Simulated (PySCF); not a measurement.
# Computed spin Hamiltonian

C₄H₅ClF (doublet state).
Z-matrix (Å and degrees, GFN2-xTB geometry), rows numbered from 1:
```
C 
C   1  1.4670
C   2  1.4531  1  133.12
Cl  3  1.7819  2  119.99  1    15.15
C   2  1.4611  1  132.43  3    91.17
F   5  1.3691  2  119.83  3   108.42
H   1  1.0895  2  110.18  3  -173.47
H   1  1.0882  2  110.51  3    65.05
H   1  1.0968  2  110.59  3   -54.94
H   3  1.0818  2  123.00  5   104.27
H   5  1.0854  2  123.53  3  -105.11
```

As a line formula: `[C@@H]1([C]([C@H]1Cl)C)F` [radical].

Level of theory: UKS B3LYP, pcH-1 on C Cl F H, non-relativistic, mean-field spin-orbit, GIAO in PySCF 2.14.0. Geometry: GFN2-xTB; no solvent, vibrations or thermal averaging. Couplings are sensitive to structure, and on GFN2-xTB geometries they can be far from those on DFT ones. Stability of the SCF solution: not tested.

```json
{
  "g1, g2, g3": "2.00186, 2.00433, 2.00502",
  "g_iso": "2.00374",
  "Form of g": "rhombic: the two nearest values differ by 22 % of g3 − g1",
  "⟨S²⟩": "0.7541 (exact 0.7500)",
  "α and β electrons": "28, 27"
}
```

Isotropic coupling and dipolar principal values T1 to T3, in mT; ρ(0) is the spin density at the nucleus (MHz turned into mT with g_iso):

```json
{"atom": "C1", "isotope": "13C", "a_iso": "-0.66", "of which spin–orbit": "0.00", "T1": "-0.09", "T2": "-0.03", "T3": "0.12", "Mulliken spin population": "-0.05", "ρ(0) (bohr⁻³)": "-0.0164"}
{"atom": "C2", "isotope": "13C", "a_iso": "7.87", "of which spin–orbit": "0.00", "T1": "-2.48", "T2": "-2.42", "T3": "4.90", "Mulliken spin population": "0.84", "ρ(0) (bohr⁻³)": "0.1963"}
{"atom": "C3", "isotope": "13C", "a_iso": "-0.32", "of which spin–orbit": "0.00", "T1": "-0.32", "T2": "-0.02", "T3": "0.35", "Mulliken spin population": "-0.01", "ρ(0) (bohr⁻³)": "-0.0081"}
{"atom": "Cl4", "isotope": "35Cl", "a_iso": "0.42", "of which spin–orbit": "0.01", "T1": "-0.51", "T2": "-0.39", "T3": "0.91", "Mulliken spin population": "0.05", "ρ(0) (bohr⁻³)": "0.0262"}
{"atom": "C5", "isotope": "13C", "a_iso": "-0.16", "of which spin–orbit": "0.00", "T1": "-0.28", "T2": "-0.03", "T3": "0.31", "Mulliken spin population": "0.01", "ρ(0) (bohr⁻³)": "-0.0039"}
{"atom": "F6", "isotope": "19F", "a_iso": "3.30", "of which spin–orbit": "0.02", "T1": "-2.87", "T2": "-2.14", "T3": "5.01", "Mulliken spin population": "0.02", "ρ(0) (bohr⁻³)": "0.0219"}
{"atom": "H7", "isotope": "1H", "a_iso": "1.52", "of which spin–orbit": "0.00", "T1": "-0.17", "T2": "-0.16", "T3": "0.34", "Mulliken spin population": "0.02", "ρ(0) (bohr⁻³)": "0.0095"}
{"atom": "H8", "isotope": "1H", "a_iso": "0.60", "of which spin–orbit": "0.00", "T1": "-0.16", "T2": "-0.15", "T3": "0.31", "Mulliken spin population": "0.01", "ρ(0) (bohr⁻³)": "0.0037"}
{"atom": "H9", "isotope": "1H", "a_iso": "4.71", "of which spin–orbit": "0.00", "T1": "-0.16", "T2": "-0.09", "T3": "0.25", "Mulliken spin population": "0.06", "ρ(0) (bohr⁻³)": "0.0296"}
{"atom": "H10", "isotope": "1H", "a_iso": "2.93", "of which spin–orbit": "0.00", "T1": "-0.27", "T2": "-0.09", "T3": "0.36", "Mulliken spin population": "0.03", "ρ(0) (bohr⁻³)": "0.0184"}
{"atom": "H11", "isotope": "1H", "a_iso": "2.22", "of which spin–orbit": "0.00", "T1": "-0.26", "T2": "-0.09", "T3": "0.34", "Mulliken spin population": "0.03", "ρ(0) (bohr⁻³)": "0.0139"}
```

The largest Mulliken spin population is on C2 (+0.84). The angles at C2 add up to 328.8°, so it is pyramidal.

Under fast tumbling the dipolar parts average out, and these isotropic splittings remain: 1 × 19F (F6, I = 1/2, 2 lines) with 3.30 mT, 1 × 1H (H10, I = 1/2, 2 lines) with 2.93 mT, 3 × 1H (H7/H8/H9, I = 1/2, 4 lines) with 2.28 mT, 1 × 1H (H11, I = 1/2, 2 lines) with 2.22 mT and 1 × 35Cl (Cl4, I = 3/2, 4 lines) with 0.42 mT.

Class means assume fast exchange of nuclei equivalent by connectivity; if that motion is slow, each nucleus keeps its own coupling. The three 1H nuclei of mean +63.8 MHz run from 16.7 to 132.1 MHz in the frozen geometry.

Main isotope only: 35Cl (natural samples also hold 24 % 37Cl, magnetic too, which adds its own pattern).

The 13C coupling of C2 (220.7 MHz) shows only in satellite lines or after enrichment, since that isotope makes up about 1.07 % of natural carbon.
